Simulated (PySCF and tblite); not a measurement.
Values are calculated unless marked as measured or tabulated.
Ethane, 1,1,2-trifluoro, C2H3F3, numbered as in [F:1][CH2:2][CH:3]([F:4])[F:5]. Free energies: TPSS-D3(BJ)/def2-TZVP (IEF-PCM, tetrahydrofuran) on GFN2-xTB structures plus GFN2-xTB thermal terms, symmetry and mirror images included. Conformers within 4 kcal/mol (GFN2-xTB free energy) were kept, 10 at most. GIAO shieldings: WP04/pcSseg-1 (IEF-PCM, tetrahydrofuran). Shifts are against TMS (¹H), TMS (¹³C) at the same level. Programs: PySCF with density fitting and tblite.

Torsions listed: F1–C2–C3–F4. Of a mirror pair one member is shown.

| conformer | shape | point group | mirror pair | ΔE(DFT) | Δ(G−E) at 320 K | δ H3 (ppm) |
| --- | --- | --- | --- | --- | --- | --- |
| 1 | -59° | Cs | no | 0.00 | 0.00 | 6.30 |
| 2 | 94° | C1 | yes | 0.74 | -0.01 | 6.60 |

Energies in kcal/mol; the thermal term leaves out symmetry numbers and mirror images.

Question: Work out the weights at 320 K and the ¹H shift of H3 under fast exchange.

Answer: RT = 0.636 kcal/mol. Each conformer gets RT ln(σ/g), with σ the rotational symmetry number and g = 2 for a mirror pair: 1: σ = 1, g = 1, G = 0.00 + 0.00 + 0.00 = 0.00, 0.00 above the lowest, exp(−ΔG/RT) = 1.000; 2: σ = 1, g = 2, G = 0.74 − 0.01 − 0.44 = 0.29, 0.29 above the lowest, exp(−ΔG/RT) = 0.630. The sum is 1.630, so the weights are 61.3, 38.7 %. The averaged shift is 6.41 ppm. At 298.15 K it is 6.41 ppm. At 298.15 K the leading conformer alone gives 6.30 ppm and bare DFT energies give 6.37 ppm.
